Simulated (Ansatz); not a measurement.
A calculation with Ansatz (development build ahead of 0.2.0).

```yaml
crystal:
  periodic: [false, false, false]
  atoms:
    - { symbol: Si, position_ang: [-0.9427, 0.2803, 0.6397] }
    - { symbol: Si, position_ang: [0.9427, -0.2803, -0.6397] }
    - { symbol: H, position_ang: [-1.974, 0.938, -0.2209] }
    - { symbol: H, position_ang: [-1.5382, -0.9493, 1.2482] }
    - { symbol: H, position_ang: [-0.5609, 1.2224, 1.7367] }
    - { symbol: H, position_ang: [1.974, -0.938, 0.2209] }
    - { symbol: H, position_ang: [0.5609, -1.2224, -1.7367] }
    - { symbol: H, position_ang: [1.5382, 0.9493, -1.2482] }
basis:
  gaussian: { orbitals: def2-SVP }
magnetization:
  spin_polarized: true
  initial_magnetization: 2
hamiltonian:
  xc: hf
output:
  forces: true
```

The input is written out in the form of the current development build from the run's settings.

The run gave:

```
Converged                       : yes
Total energy                    : -580.90776 hartree
Spin squared of the determinant : 2.012
Stability test                  : minimum
```

Forces (eV/Å):
```json
{"atom": "Si1", "Fx": "-0.890", "Fy": "0.200", "Fz": "0.888"}
{"atom": "Si2", "Fx": "0.890", "Fy": "-0.200", "Fz": "-0.888"}
{"atom": "H3", "Fx": "-0.671", "Fy": "0.268", "Fz": "0.139"}
{"atom": "H4", "Fx": "0.049", "Fy": "-0.056", "Fz": "-0.504"}
{"atom": "H5", "Fx": "0.161", "Fy": "0.175", "Fz": "-0.455"}
{"atom": "H6", "Fx": "0.671", "Fy": "-0.268", "Fz": "-0.139"}
{"atom": "H7", "Fx": "-0.161", "Fy": "-0.175", "Fz": "0.455"}
{"atom": "H8", "Fx": "-0.049", "Fy": "0.056", "Fz": "0.504"}
```

Caution: another spin multiplicity may lie lower; the determinant breaks the point group.
